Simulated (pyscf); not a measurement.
Optimised with ωB97X-D3(BJ)/def2-SVP in PySCF. Correlated levels are frozen-core, on RHF or UHF. ΔMP2 is the change of the MP2 total energy from the triple- to the quadruple-zeta basis.

**Question.** Estimate by transition-state theory the rate constant of GeH₃• + NH₃ -> GeH₄ + NH₂• (doublet surface; H–N broken, Ge–H formed) at 600 K, with CCSD(T)/def2-TZVPP + ΔMP2(QZVPP) energies (ideal gas, 1 atm, RRHO with modes under 100 cm⁻¹ raised to 100, one conformer, R ln 2 for rigid chiral ones; no tunnelling).

**Answer.** The electronic barrier is 27.7 kcal/mol and the thermal terms add +12.5, so ΔG‡ = 40.2 kcal/mol. With k_BT/h = 1.25e+13 s⁻¹ and RT = 1.192 kcal/mol, and a volume of 8.18e-20 cm³ per molecule at 1 atm, k = 2.4e-21 cm³ molecule⁻¹ s⁻¹. Wigner's tunnelling factor for 588i cm⁻¹ would be 1.08. A shift of 1 kcal/mol in the barrier changes k by a factor 2.3. This is the saddle that the search found; another between the same sides may lie lower. The angle at the transferred H is 157°. The CCSD(T) − MP2 part came from Ansatz, without density fitting, on the same reference. The frozen core leaves the outer d or s,p core shells of the metals and heavy elements correlated in the MP2 and CC values, and def2-TZVPP describes them poorly, which can shift differences by a few kcal/mol. Elements up to Kr have no core potential and no relativistic terms here.
